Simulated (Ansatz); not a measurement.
# Trisilane (Si₃H₈): taking an electron away

One table from this session's results is given with a row withheld; the runs are named, their logs left out.

The runs use Ansatz 0.2.0, Gaussian basis; unrestricted cation, the program's frozen cores in correlated methods.

Levels to be run: UKS PBE-D4/def2-TZVPP; UKS r2SCAN-D4/def2-TZVPP; UKS PBE0-D4/def2-TZVPP; UKS B3LYP-D4/def2-TZVPP; UKS wB97X-V/def2-TZVPP; UKS wB97M-V/def2-TZVPP; UKS B2PLYP/def2-TZVPP; UHF-CCSD(T)/def2-TZVPP; UHF-MP2/def2-QZVPP; extrapolation to the limit; then −ε(HOMO) from the neutral's earlier runs with LDA (SPW92), PBE-D4, revPBE-D4, BLYP-D4, r2SCAN-D4, B97M-V, PBE0-D4, B3LYP-D4, r2SCANh-D4, r2SCAN0-D4, HSE06-D4, BHLYP-D4, CAM-B3LYP-D4, LC-ωPBE, ωB97X-V, ωB97M-V.

## Structure used throughout

All runs share one geometry, relaxed beforehand with PBE0-D4 in a triple-zeta def2 set.

SMILES `[SiH3][SiH2][SiH3]`, 11 atoms, charge 0, spin multiplicity 1.

Atoms are counted from 1 here; the program's logs count them from 0.

Bond lengths: Si1–Si2 2.338 Å, Si1–H4 1.488 Å, Si1–H5 1.488 Å, Si1–H6 1.488 Å, Si2–Si3 2.338 Å, Si2–H7 1.490 Å, Si2–H8 1.490 Å, Si3–H9 1.488 Å, Si3–H10 1.488 Å, Si3–H11 1.488 Å. Angles: Si2–Si1–H4 111.3°, Si2–Si1–H5 109.8°, Si2–Si1–H6 109.8°, H4–Si1–H5 108.7°, H4–Si1–H6 108.7°, H5–Si1–H6 108.5°, Si1–Si2–Si3 110.3°, Si1–Si2–H7 109.6°, Si1–Si2–H8 109.6°, Si3–Si2–H7 109.6°, Si3–Si2–H8 109.6°, H7–Si2–H8 108.1°, Si2–Si3–H9 109.8°, Si2–Si3–H10 109.8°, Si2–Si3–H11 111.3°, H9–Si3–H10 108.5°, H9–Si3–H11 108.7°, H10–Si3–H11 108.7°.

The first run:

Contents of in.yaml:

```yaml
crystal:
  periodic: [false, false, false]
  atoms:
    - {symbol: Si, position_ang: [-1.286941, 1.359221, -0.523375]}
    - {symbol: Si, position_ang: [-0.456627, -0.814837, -0.295006]}
    - {symbol: Si, position_ang: [1.637614, -0.776575, 0.744607]}
    - {symbol: H, position_ang: [-2.620547, 1.361108, -1.182704]}
    - {symbol: H, position_ang: [-0.348267, 2.172999, -1.342101]}
    - {symbol: H, position_ang: [-1.415952, 1.992114, 0.816946]}
    - {symbol: H, position_ang: [-0.336468, -1.447939, -1.638692]}
    - {symbol: H, position_ang: [-1.403671, -1.629110, 0.517897]}
    - {symbol: H, position_ang: [1.519922, -0.153932, 2.090756]}
    - {symbol: H, position_ang: [2.588153, 0.029746, -0.067785]}
    - {symbol: H, position_ang: [2.188083, -2.149896, 0.900158]}
basis:
  gaussian: {orbitals: def2-TZVPP}
total_charge: 1
magnetization: {spin_polarized: true, initial_magnetization: 1}
hamiltonian: {xc: pbe, dispersion: d4}
```

Launch:

```sh
$ ansatz run in.yaml --threads 4 --pin off --events-out ev --progress --plain --max-ram 10444MiB
```

Steps of the session up to this table: Cation, UKS PBE-D4/def2-TZVPP; Cation, UKS r2SCAN-D4/def2-TZVPP; Cation, UKS PBE0-D4/def2-TZVPP; Cation, UKS B3LYP-D4/def2-TZVPP; Cation, UKS wB97X-V/def2-TZVPP; Cation, UKS wB97M-V/def2-TZVPP; Cation, UKS B2PLYP (frozen core)/def2-TZVPP; Cation, UHF-CCSD(T)/def2-TZVPP; Cation, UHF-MP2/def2-QZVPP.

One of the session's tables, all rows but one given; the rest of the session is left out.

Orbital estimates, from the neutral's runs:

| functional | −ε(HOMO) (eV) |
| --- | --- |
| LDA (SPW92) | 7.05 |
| PBE-D4 | 6.97 |
| revPBE-D4 | 6.94 |
| BLYP-D4 | 6.82 |
| r2SCAN-D4 | 7.22 |
| B97M-V | 7.36 |
| PBE0-D4 | 8.03 |
| B3LYP-D4 | ? |
| r2SCANh-D4 | 7.60 |
| r2SCAN0-D4 | 8.18 |
| HSE06-D4 | 7.64 |
| BHLYP-D4 | 8.98 |
| CAM-B3LYP-D4 | 9.26 |
| LC-ωPBE | 10.56 |
| ωB97X-V | 10.24 |
| ωB97M-V | 10.00 |

**Question.** Estimate the row for B3LYP-D4.

Worked estimate for «−ε(HOMO) (eV)». Against the share of exact exchange, BLYP-D4 (0, 6.82), BHLYP-D4 (0.5, 8.98) give a slope of 4.32 per unit share; at 0.2 the line stands at 7.68.

The run gave: −ε(HOMO) (eV): 7.83. In «−ε(HOMO) (eV)» the line misses by -0.15.
